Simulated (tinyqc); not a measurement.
Worked calculation: Pariser-Parr-Pople SCF with singles CI, for the molecule C=CC=C[CH2+] (SMILES; centres numbered as the heavy atoms are written). One step of it, computed by the program tinyqc.

Problem. Singles CI, singlets. Over the 6 single excitations with the smallest orbital gaps: A = (e_a - e_i) delta + 2 (ia|jb) - (ij|ab), with (pq|rs) = sum c_mp c_mq gamma_mn c_nr c_ns. f = 2/3 w |mu|^2 in atomic units, mu = sqrt2 sum c_ia sum_m c_mi c_ma R_m.

orbital energies (eV): -19.735533  -17.059418  -8.760148  -5.404952  -3.453018

coefficients:
```
         MO1        MO2        MO3        MO4        MO5
1C  0.300469   0.457592  -0.549862   0.539082   0.327674
2C  0.507012   0.539082  -0.016503  -0.457592  -0.492612
3C  0.552552   0.000000   0.628299   0.000000   0.547656
4C  0.507012  -0.539082  -0.016503   0.457592  -0.492612
5C  0.300469  -0.457592  -0.549862  -0.539082   0.327674
```

repulsion gamma_rs (eV), lower triangle:
```
           1C         2C         3C         4C         5C
1C  11.130000
2C   7.552439  11.130000
3C   5.239019   7.554960  11.130000
4C   3.670370   5.240702   7.554960  11.130000
5C   2.868686   3.670370   5.239019   7.552439  11.130000
```

Centres (angstrom, eV; a flat drawing with bonds scaled to 1.40 angstrom):

| centre | x | y | core charge z | W | gamma_rr |
|---|---|---|---|---|---|
| 1C | -2.425000 | -0.280000 | 1 | 11.160000 | 11.130000 |
| 2C | -1.212000 | 0.420000 | 1 | 11.160000 | 11.130000 |
| 3C | 0.000000 | -0.280000 | 1 | 11.160000 | 11.130000 |
| 4C | 1.212000 | 0.420000 | 1 | 11.160000 | 11.130000 |
| 5C | 2.425000 | -0.280000 | 1 | 11.160000 | 11.130000 |

Give: singlet CI matrix; singlet excitation energies; oscillator strengths.

Solution.

singlet CI matrix (eV), lower triangle:
```
         2>3      1>3      2>4      2>5     1>4      1>5
2>3   4.1146
1>3   0.0000   6.0076
2>4   0.0000   0.0667   7.0074
2>5  -0.3241   0.0000   0.0000   8.0197
1>4   0.8560   0.0000   0.0000  -0.6966  8.8048
1>5   0.0000  -0.5306  -0.8956   0.0000  0.0000  10.0655
```

singlet excitation energies (eV): 3.9534  5.9367  6.7710  7.6184  9.3674  10.3728

oscillator strengths: 1.0912  0.0065  0.2079  0.0241  0.0058  0.1088
